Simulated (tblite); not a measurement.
Species: C3FN2 (charge -1).
Bonds: N1–C2 (triple), C2–C3, C3–F4, C3–C5, C5–N6 (triple).
Bond orders are those of one Lewis drawing.

Computed with GFN2-xTB (tblite), gas phase: Langevin dynamics at 600 K from the optimised GFN2-xTB geometry, time step 0.5 fs, friction 0.01 fs⁻¹, 2000 steps.

Start geometry:
```
atom  x, y, z in Å
N1     -2.222   -0.835   -0.053
C2     -1.203   -0.269   -0.052
C3      0.001    0.374   -0.048
F4     -0.001    1.783   -0.205
C5      1.205   -0.251    0.103
N6      2.224   -0.802    0.233
```

The statistics below take the 31 frames saved every 25 fs from 250 to 1000 fs; their kinetic temperature (all 3N coordinates) averages 443 K.

Question: How do the bond lengths spread?

Answer: 
```
 bond  start (Å)  mean (Å)  standard deviation (Å)  shortest (Å)  longest (Å)
N1≡C2      1.166     1.165                   0.017         1.130        1.195
C2–C3      1.365     1.363                   0.031         1.305        1.421
C3–F4      1.417     1.427                   0.043         1.351        1.522
C3–C5      1.365     1.381                   0.036         1.308        1.444
C5≡N6      1.166     1.170                   0.016         1.130        1.200
```

Question: Give the same statistics for bond angles, one of each kind among heavy atoms.

Answer: 
| angle | start (°) | mean (°) | standard deviation (°) | smallest (°) | largest (°) |
| --- | --- | --- | --- | --- | --- |
| N1–C2–C3 | 179.1 | 170.1 | 4.2 | 162.1 | 176.9 |
| C2–C3–F4 | 117.8 | 117.5 | 4.6 | 104.3 | 125.2 |
| C2–C3–C5 | 124.2 | 123.2 | 6.4 | 113.0 | 140.2 |

Question: How far does each atom move about its mean position (frames aligned on the start, all atoms weighted alike), and what rms force does it feel?

Answer: 
| atom | rms displacement (Å) | rms force (eV/Å) |
| --- | --- | --- |
| N1 | 0.16 | 2.08 |
| C2 | 0.09 | 2.04 |
| C3 | 0.15 | 2.53 |
| F4 | 0.14 | 1.10 |
| C5 | 0.09 | 2.11 |
| N6 | 0.18 | 1.93 |

The displacements run from 0.09 to 0.18 Å, the largest at N6.

The run is classical and short, so these are rough statistics of one trajectory.

The cost below is that of the whole dynamics run. The run took about 16 s of CPU time (one thread, shared machine).
